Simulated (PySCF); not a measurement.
**How methods differ on the ionisation energy of F**

F [He] 2s2 2p5 [2p1/2^2 2p3/2^3, M_J = 3/2] → F⁺ [He] 2s2 2p4 [2p1/2^2 2p3/2^2, M_J = 2], as a difference of total energies. All numbers are calculated (PySCF 2.14, the two-component X2C-1e Hamiltonian, in x2c-TZVPall-2c with one added diffuse shell each of s, p, d type (6s4p3d1f, 40 functions)). Correlated levels: 1s2 frozen. "Screened" scales the spin-orbit matrix elements by Boettger's factors to mimic the two-electron term; Breit and QED terms are absent.

```
                    method  ionisation energy (eV)
           GHF (spin-free)                  15.650
          GMP2 (spin-free)                  17.233
 GHF (screened spin-orbit)                  15.647
GMP2 (screened spin-orbit)                  17.230
```

**Question.** How much does correlation contribute at GMP2 (screened spin-orbit)?

**Answer.** 17.230 − (15.647) = 1.583 eV, measured against GHF (screened spin-orbit).

Errors of the correlated levels include the incompleteness of this basis and the frozen core.

The labels give the starting determinants; with spin-orbit coupling the two ends relaxed to ⟨J²⟩ = 3.76, ⟨L²⟩ = 2.00, ⟨S²⟩ = 0.75 and ⟨J²⟩ = 6.01, ⟨L²⟩ = 2.00, ⟨S²⟩ = 2.00.

For comparison: 17.423 eV (measured; NIST Atomic Spectra Database, ionization energies).
